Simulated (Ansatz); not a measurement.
## AsH₂, doublet in aug-cc-pVTZ: errors against UCCSDT(Q)

Geometry: that of the AsH2⁻, triplet, kept fixed.

```csv
atom,x (Å),y (Å),z (Å)
As,0.0000,0.0191,0.0272
H,0.0000,-1.5033,-0.1111
H,0.0000,0.0833,-1.9075
```

Basis aug-cc-pVTZ; Ansatz 0.2.0. Only valence electrons are correlated (noble-gas cores and the filled d shells of p-block atoms frozen), which leaves 7 electrons in 91 orbitals. R marks a restricted (for open shells ROHF) determinant, U an unrestricted one. Active spaces: valence = (7e, 6o) chosen from the atoms' valence shells. No spin–orbit coupling is included, and no scalar relativity.

Full CI isn't at hand for all of this; UCCSDT(Q) serves as the reference, and is uncertain by about the last step of the cluster series. The frozen core follows each run's orbitals, which can shift R against U totals by a few meV for light atoms and by up to 0.1 eV past Ca.

```
UHF ⟨S²⟩                          : 0.828
T1 diagnostic (RCCSD)             : 0.0233
largest doubles amplitude (RCCSD) : 0.047
T1 diagnostic (UCCSD)             : 0.0333
```

From what is known of these methods and the diagnostics, rank them by the size of their error in total energy against UCCSDT(Q) in aug-cc-pVTZ, smallest first (an estimate: the text doesn't fix the numbers).
A. UHF
B. UCCSD
C. UMP2
D. UCCSD(T)
E. UCCSDT

E (0.7 kJ/mol), D (3.4 kJ/mol), B (19.2 kJ/mol), C (95.9 kJ/mol), A (434.4 kJ/mol).

All errors are against UCCSDT(Q) in aug-cc-pVTZ. Within each family the higher level lies nearer, as is usual though not guaranteed.

Natural occupations of CASSCF (valence space) about the gap: 1.995 1.970 1.914 1.000 0.089 0.033; effectively unpaired electrons, Σ n²(2−n)², 1.06.
